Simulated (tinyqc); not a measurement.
Worked calculation: RHF in the sto-6g basis, for H2O, spin multiplicity 1. One step of it, computed by the program tinyqc.

Problem. Iteration 2: building the Fock matrix. J_ij = sum D_kl (ij|kl), K_ij = sum D_kl (ik|jl); F = H + J - 0.5 K; E = tr D H + tr D J / 2 - 0.25 tr D K + E_nn.

D after iteration 1, order 1O 1s, 1O 2s, 1O 2px, 1O 2py, 1O 2pz, 2H 1s, 3H 1s:
$$\begin{pmatrix}
2.102595 & -0.436281 & 0.000000 & 0.000000 & 0.091051 & -0.028270 & -0.028270 \\
-0.436281 & 1.912820 & 0.000000 & 0.000000 & -0.554386 & 0.019110 & 0.019110 \\
0.000000 & 0.000000 & 2.000000 & 0.000000 & 0.000000 & 0.000000 & 0.000000 \\
0.000000 & 0.000000 & 0.000000 & 1.016618 & 0.000000 & 0.511287 & -0.511287 \\
0.091051 & -0.554386 & 0.000000 & 0.000000 & 1.331700 & 0.432075 & 0.432075 \\
-0.028270 & 0.019110 & 0.000000 & 0.511287 & 0.432075 & 0.420926 & -0.093357 \\
-0.028270 & 0.019110 & 0.000000 & -0.511287 & 0.432075 & -0.093357 & 0.420926
\end{pmatrix}$$

core Hamiltonian H = T + V (hartree), order 1O 1s, 1O 2s, 1O 2px, 1O 2py, 1O 2pz, 2H 1s, 3H 1s:
$$\begin{pmatrix}
-32.991951 & -7.292512 & 0.000000 & 0.000000 & -0.019336 & -1.604846 & -1.604846 \\
-7.292512 & -9.207414 & 0.000000 & 0.000000 & -0.218105 & -3.488964 & -3.488964 \\
0.000000 & 0.000000 & -7.442112 & 0.000000 & 0.000000 & 0.000000 & 0.000000 \\
0.000000 & 0.000000 & 0.000000 & -7.577231 & 0.000000 & -1.873183 & 1.873183 \\
-0.019336 & -0.218105 & 0.000000 & 0.000000 & -7.535602 & -1.628588 & -1.628588 \\
-1.604846 & -3.488964 & 0.000000 & -1.873183 & -1.628588 & -4.926167 & -1.514923 \\
-1.604846 & -3.488964 & 0.000000 & 1.873183 & -1.628588 & -1.514923 & -4.926167
\end{pmatrix}$$

Two-electron integrals (ij|kl) in chemists' order, unique and non-zero (hartree):
```
(11|11) 4.787491    (21|11) 0.675884    (21|21) 0.121505    (22|11) 1.117379
(22|21) 0.249212    (22|22) 0.817383    (31|31) 0.025762    (32|31) 0.039145
(32|32) 0.180664    (33|11) 1.117381    (33|21) 0.249212    (33|22) 0.817382
(33|33) 0.880663    (41|41) 0.025762    (42|41) 0.039145    (42|42) 0.180664
(43|43) 0.047461    (44|11) 1.117381    (44|21) 0.249212    (44|22) 0.817382
(44|33) 0.785741    (44|44) 0.880663    (51|51) 0.025762    (52|51) 0.039145
(52|52) 0.180664    (53|53) 0.047461    (54|54) 0.047461    (55|11) 1.117381
(55|21) 0.249212    (55|22) 0.817382    (55|33) 0.785741    (55|44) 0.785741
(55|55) 0.880663    (61|11) 0.157593    (61|21) 0.027150    (61|22) 0.054450
(61|33) 0.054332    (61|41) 0.001020    (61|42) 0.001990    (61|44) 0.054541
(61|51) 0.000848    (61|52) 0.001655    (61|54) 0.000173    (61|55) 0.054477
(61|61) 0.006184    (62|11) 0.376380    (62|21) 0.085087    (62|22) 0.308156
(62|33) 0.303086    (62|41) 0.005226    (62|42) 0.038267    (62|44) 0.312076
(62|51) 0.004347    (62|52) 0.031831    (62|54) 0.007477    (62|55) 0.309306
(62|61) 0.019105    (62|62) 0.143418    (63|31) 0.009539    (63|32) 0.053409
(63|43) 0.007927    (63|53) 0.006594    (63|63) 0.020495    (64|11) 0.206445
(64|21) 0.047341    (64|22) 0.182882    (64|33) 0.174599    (64|41) 0.012103
(64|42) 0.074963    (64|44) 0.195770    (64|51) 0.002132    (64|52) 0.017929
(64|54) 0.011016    (64|55) 0.178278    (64|61) 0.011126    (64|62) 0.103504
(64|64) 0.094427    (65|11) 0.171724    (65|21) 0.039379    (65|22) 0.152124
(65|33) 0.145234    (65|41) 0.002132    (65|42) 0.017929    (65|44) 0.149656
(65|51) 0.011313    (65|52) 0.068323    (65|54) 0.011605    (65|55) 0.161481
(65|61) 0.009255    (65|62) 0.086096    (65|64) 0.061497    (65|65) 0.071649
(66|11) 0.513299    (66|21) 0.118195    (66|22) 0.488824    (66|33) 0.469189
(66|41) 0.009593    (66|42) 0.095407    (66|44) 0.504003    (66|51) 0.007980
(66|52) 0.079361    (66|54) 0.028959    (66|55) 0.493277    (66|61) 0.026829
(66|62) 0.285611    (66|64) 0.235478    (66|65) 0.195874    (66|66) 0.774999
(71|11) 0.157593    (71|21) 0.027150    (71|22) 0.054450    (71|33) 0.054332
(71|41) -0.001020   (71|42) -0.001990   (71|44) 0.054541    (71|51) 0.000848
(71|52) 0.001655    (71|54) -0.000173   (71|55) 0.054477    (71|61) 0.006096
(71|62) 0.018496    (71|64) 0.009788    (71|65) 0.008958    (71|66) 0.025635
(71|71) 0.006184    (72|11) 0.376380    (72|21) 0.085087    (72|22) 0.308156
(72|33) 0.303086    (72|41) -0.005226   (72|42) -0.038267   (72|44) 0.312076
(72|51) 0.004347    (72|52) 0.031831    (72|54) -0.007477   (72|55) 0.309306
(72|61) 0.018496    (72|62) 0.117566    (72|64) 0.058262    (72|65) 0.068667
(72|66) 0.193412    (72|71) 0.019105    (72|72) 0.143418    (73|31) 0.009539
(73|32) 0.053409    (73|43) -0.007927   (73|53) 0.006594    (73|63) 0.016314
(73|73) 0.020495    (74|11) -0.206445   (74|21) -0.047341   (74|22) -0.182882
(74|33) -0.174599   (74|41) 0.012103    (74|42) 0.074963    (74|44) -0.195770
(74|51) -0.002132   (74|52) -0.017929   (74|54) 0.011016    (74|55) -0.178278
(74|61) -0.009788   (74|62) -0.058262   (74|64) -0.012999   (74|65) -0.033250
(74|66) -0.084424   (74|71) -0.011126   (74|72) -0.103504   (74|74) 0.094427
(75|11) 0.171724    (75|21) 0.039379    (75|22) 0.152124    (75|33) 0.145234
(75|41) -0.002132   (75|42) -0.017929   (75|44) 0.149656    (75|51) 0.011313
(75|52) 0.068323    (75|54) -0.011605   (75|55) 0.161481    (75|61) 0.008958
(75|62) 0.068667    (75|64) 0.033250    (75|65) 0.055791    (75|66) 0.123941
(75|71) 0.009255    (75|72) 0.086096    (75|74) -0.061497   (75|75) 0.071649
(76|11) 0.150391    (76|21) 0.034351    (76|22) 0.134830    (76|33) 0.131645
(76|44) 0.134101    (76|51) 0.002766    (76|52) 0.023972    (76|55) 0.138744
(76|61) 0.007640    (76|62) 0.062739    (76|64) 0.038980    (76|65) 0.042349
(76|66) 0.129672    (76|71) 0.007640    (76|72) 0.062739    (76|74) -0.038980
(76|75) 0.042349    (76|76) 0.033646    (77|11) 0.513299    (77|21) 0.118195
(77|22) 0.488824    (77|33) 0.469189    (77|41) -0.009593   (77|42) -0.095407
(77|44) 0.504003    (77|51) 0.007980    (77|52) 0.079361    (77|54) -0.028959
(77|55) 0.493277    (77|61) 0.025635    (77|62) 0.193412    (77|64) 0.084424
(77|65) 0.123941    (77|66) 0.338880    (77|71) 0.026829    (77|72) 0.285611
(77|74) -0.235478   (77|75) 0.195874    (77|76) 0.129672    (77|77) 0.774999
```

nuclear repulsion = 8.83162775 hartree

Give: Coulomb J; exchange K; Fock matrix F; total energy of this density.

Solution.

Coulomb J (hartree), order 1O 1s, 1O 2s, 1O 2px, 1O 2py, 1O 2pz, 2H 1s, 3H 1s:
$$\begin{pmatrix}
17.6065 & 3.1368 & 0.0000 & 0.0000 & -0.0084 & 0.7053 & 0.7053 \\
3.1368 & 8.2904 & 0.0000 & 0.0000 & 0.0261 & 3.1043 & 3.1043 \\
0.0000 & 0.0000 & 8.2975 & 0.0000 & 0.0000 & 0.0000 & 0.0000 \\
0.0000 & 0.0000 & 0.0000 & 8.2846 & 0.0000 & 1.8328 & -1.8328 \\
-0.0084 & 0.0261 & 0.0000 & 0.0000 & 8.2890 & 1.5403 & 1.5403 \\
0.7053 & 3.1043 & 0.0000 & 1.8328 & 1.5403 & 4.9958 & 1.3622 \\
0.7053 & 3.1043 & 0.0000 & -1.8328 & 1.5403 & 1.3622 & 4.9958
\end{pmatrix}$$

exchange K (hartree), order 1O 1s, 1O 2s, 1O 2px, 1O 2py, 1O 2pz, 2H 1s, 3H 1s:
$$\begin{pmatrix}
9.8127 & 1.5352 & 0.0000 & 0.0000 & 0.0014 & 0.3700 & 0.3700 \\
1.5352 & 2.6331 & 0.0000 & 0.0000 & -0.1105 & 1.0791 & 1.0791 \\
0.0000 & 0.0000 & 2.2832 & 0.0000 & 0.0000 & 0.0000 & 0.0000 \\
0.0000 & 0.0000 & 0.0000 & 1.9247 & 0.0000 & 0.6468 & -0.6468 \\
0.0014 & -0.1105 & 0.0000 & 0.0000 & 2.0382 & 0.5424 & 0.5424 \\
0.3700 & 1.0791 & 0.0000 & 0.6468 & 0.5424 & 1.1436 & 0.4203 \\
0.3700 & 1.0791 & 0.0000 & -0.6468 & 0.5424 & 0.4203 & 1.1436
\end{pmatrix}$$

Fock matrix F (hartree), order 1O 1s, 1O 2s, 1O 2px, 1O 2py, 1O 2pz, 2H 1s, 3H 1s:
$$\begin{pmatrix}
-20.2918 & -4.9233 & 0.0000 & 0.0000 & -0.0284 & -1.0845 & -1.0845 \\
-4.9233 & -2.2336 & 0.0000 & 0.0000 & -0.1367 & -0.9242 & -0.9242 \\
0.0000 & 0.0000 & -0.2862 & 0.0000 & 0.0000 & 0.0000 & 0.0000 \\
0.0000 & 0.0000 & 0.0000 & -0.2550 & 0.0000 & -0.3637 & 0.3637 \\
-0.0284 & -0.1367 & 0.0000 & 0.0000 & -0.2657 & -0.3595 & -0.3595 \\
-1.0845 & -0.9242 & 0.0000 & -0.3637 & -0.3595 & -0.5022 & -0.3629 \\
-1.0845 & -0.9242 & 0.0000 & 0.3637 & -0.3595 & -0.3629 & -0.5022
\end{pmatrix}$$

total energy of this density = -75.641614 hartree
